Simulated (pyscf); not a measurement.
# Routes from `[CH2]=[CH][F]` + `[F][C][F]` [singlet]

Candidate steps break at most two bonds and form at most two. Each was searched with GFN2-xTB (tblite) first. Structures and frequencies: ωB97X-D3(BJ)/def2-SVP in PySCF. Energies: ωB97M-D3(BJ)/def2-TZVP, kcal/mol, from the separated reactants, singlet surface; ΔG‡ with ideal gas, 1 atm, RRHO with modes under 100 cm⁻¹ raised to 100, one conformer, R ln 2 for chiral ones without a mode under 150 cm⁻¹.

```csv
products,type,ΔE‡,ΔE,ΔG‡ 298 K,ΔG‡ 900 K,ν‡ (cm⁻¹)
cyclic C₃H₃F₃ (SMILES FC1CC1(F)F),cycloaddition,15.2,-42.1,28.0,51.8,434i
H₂C=C(F)–CH(F)–F,insertion,41.1,-56.7,52.0,74.3,1517i
```

Plain bond fissions and candidates not yet searched are not listed, and one of them may be faster. Each barrier is that of the saddle found; lower ones may exist. A restricted solution here is unstable towards spin polarisation, so biradical character is likely and single-reference numbers are less safe.
